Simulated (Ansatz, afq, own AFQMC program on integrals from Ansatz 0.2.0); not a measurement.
AFQMC on a folder of integrals that Ansatz 0.2.0 wrote.

```yaml
crystal:
  periodic: [false, false, false]
  atoms:
    - {symbol: O, position_ang: [0.000000, 0.000000, 0.000000]}
    - {symbol: H, position_ang: [0.000000, 0.000000, 0.973108]}
basis:
  gaussian: {orbitals: cc-pVDZ}
magnetization: {spin_polarized: true, initial_magnetization: 1}
correlation: {method: ccsd_t, electrons: outside_noble_gas, hamiltonian_folder: ham}
```

```sh
$ ansatz run in.yaml --threads 1 --pin off --events-out ev --progress --plain --max-ram 1382MiB
```

afq runs on the folder ham with

```
--method free --trial cisd --walkers 50 --time-step 0.02 --max-blocks 30 --target-error 0.00064 --factor-cut 0.0001 --seed 2356 --times 0.0,0.5,1.0,2.0,3.0,4.0 --taylor-order 6
```

Times are imaginary, in 1/Eh. The walk had a cap of 210 s.

Log:

```
orbitals 18  electrons 4 3  factors 101 of 175
reference energy -75.39375517 Eh
CCSD correlation -0.16382465 Eh in 9 cycles, weight of the determinant in the CISD state 0.9571
repeat  energy at the last time / Eh  error
    10  -75.559478  0.000321
    20  -75.558906  0.000191
    30  -75.559415  0.000263
time / (1/Eh)  energy / Eh  error  mean overlap
  0.00  -75.557582  0.000101  1.0442
  0.50  -75.559429  0.000165  1.0444
  1.00  -75.559364  0.000167  1.0699
  2.00  -75.559573  0.000214  1.1135
  3.00  -75.559634  0.000259  1.1490
  4.00  -75.559415  0.000263  1.1722
energy -75.559415 +/- 0.000263 Eh
```

The run passed its tests (error under three times the target), which doesn't prove that it has relaxed.

Against this walk (error 7.1 meV) on the same determinant: CCSD(T) 2.7 meV higher (within the noise), CCSDT(Q) 9.4 meV lower (within the noise), CCSDTQ 9.7 meV lower (within the noise), full CI (a separate run on its own orbitals, whose frozen core shifts it by up to a few meV) 9.0 meV lower (within the noise). The error is statistical, and a free projection of finite length keeps a remainder of its start.

Cautions: remainder of the start not in the error; full CI with its own frozen core.

The walk took 20 s on 1 thread of Arm Neoverse N1, with other jobs on the host. The log's last line is the free-projection energy.

CCSDT and higher add their correlation energy to the determinant of the CCSD(T) run, since their own runs factorise the integrals more tightly (a shift of under 2 meV). A walk keeps the symmetry of its determinant, which the program's search chose and which needn't be the lowest solution, so a lower state of the same spin and another symmetry isn't excluded.
